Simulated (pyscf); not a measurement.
Optimised with ωB97X-D3(BJ)/def2-SVP in PySCF.

Estimate by transition-state theory the rate constant of `[NH2][InH2]` + `[OH2]` → `[NH2][InH][OH]` + `[H][H]` (singlet surface; H–In, H–O broken, In–O, H–H formed) at 1200 K, with ωB97M-D3(BJ)/def2-TZVP energies (ideal gas, 1 atm, RRHO with modes under 100 cm⁻¹ raised to 100, one conformer, R ln 2 for chiral ones without a mode under 150 cm⁻¹; no tunnelling).

The electronic barrier is 17.6 kcal/mol and the thermal terms add +37.4, so ΔG‡ = 55.0 kcal/mol. With k_BT/h = 2.50e+13 s⁻¹ and RT = 2.385 kcal/mol, and a volume of 1.64e-19 cm³ per molecule at 1 atm, k = 3.9e-16 cm³ molecule⁻¹ s⁻¹. Wigner's tunnelling factor for 1230i cm⁻¹ would be 1.09. A shift of 1 kcal/mol in the barrier changes k by a factor 1.5. On the reactant side the descent ends in an adduct with a In–O contact, 10.8 kcal/mol under the separated species and 26.3 kcal/mol under the saddle at ωB97X-D3(BJ)/def2-TZVP. What is counted as formed (In–O) is already present as a longer contact in the reactant adduct; forming that adduct is a step of its own. At the saddle there is also a short H–In contact that neither side keeps. At ωB97X-D3(BJ)/def2-TZVP the barrier from the zero used here is 15.4 kcal/mol. The same reactants have a lower exit, to NH₃ + HO–InH₂ (highest point, the separated products, at -5.4 kcal/mol at ωB97M-D3(BJ)/def2-TZVP, against +17.6 kcal/mol here). This is the saddle that the search found; another between the same sides may lie lower. Elements past Kr carry the def2 core potentials, without spin-orbit coupling.
